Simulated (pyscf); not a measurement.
# Four-centre exchange: SiH₄ (SMILES [SiH4]) + H₂O (SMILES O) -> HO–SiH₃ (SMILES O[SiH3]) + H₂ (SMILES [H][H])

Gas phase, singlet surface, charge 0. Bonds broken: Si1–H2, O6–H7. Bonds formed: Si1–O6, H2–H7. Single points on ωB97X-D3(BJ)/def2-SVP structures (PySCF, gas phase).

Transition state (Å):

```xyz
8

Si    -1.4461    -1.1170     0.2364
H     -0.6801     0.1460     1.2383
H     -1.5729    -2.1255    -0.8850
H     -2.6520    -0.2625     0.0700
H     -1.4413    -1.9921     1.4446
O      0.1750    -0.5250    -0.5410
H      0.1373     0.0128     0.4467
H      0.8736    -1.1652    -0.7532
```

One imaginary mode, 1315i cm⁻¹; descent along it reached the two sides named.

```json
[
 {"bond": "Si1–H2", "change": "breaks", "reactant side (Å)": "1.492", "saddle": "1.785", "product side": "4.2"},
 {"bond": "O6–H7", "change": "breaks", "reactant side (Å)": "0.965", "saddle": "1.125", "product side": "2.475"},
 {"bond": "Si1–O6", "change": "forms", "reactant side (Å)": "3.0", "saddle": "1.893", "product side": "1.672"},
 {"bond": "H2–H7", "change": "forms", "reactant side (Å)": "2.7", "saddle": "1.146", "product side": "0.761"}
]
```

Electronic energies relative to the separated reactants (kJ/mol):

```csv
level,barrier,reaction energy,reverse barrier
ωB97X-D3(BJ)/def2-TZVP,157.2,-65.8,223.0
PBE/def2-TZVP,133.3,-58.7,192.0
r²SCAN/def2-TZVP,140.5,-69.3,209.8
B3LYP-D3(BJ)/def2-TZVP,155.4,-66.5,221.9
PBE0-D3(BJ)/def2-TZVP,145.1,-58.9,203.9
M06-2X/def2-TZVP,155.9,-76.4,232.3
ωB97M-D3(BJ)/def2-TZVP,154.3,-64.4,218.7
HF/def2-TZVP,230.6,-61.4,292.0
```

With ωB97M-D3(BJ)/def2-TZVP energies and thermal terms (ideal gas, 1 atm, RRHO with modes under 100 cm⁻¹ raised to 100, one conformer, R ln 2 for chiral ones without a mode under 150 cm⁻¹), in kJ/mol:

| T (K) | ΔH‡ | ΔG‡ | ΔH | ΔG |
|---|---|---|---|---|
| 298 | 147.1 | 182.9 | -74.6 | -72.9 |
| 600 | 146.9 | 219.6 | -70.6 | -72.7 |
| 900 | 149.6 | 255.4 | -66.9 | -74.5 |
| 1200 | 153.1 | 290.1 | -64.0 | -77.5 |

One saddle was located; it need not be the lowest between these sides.
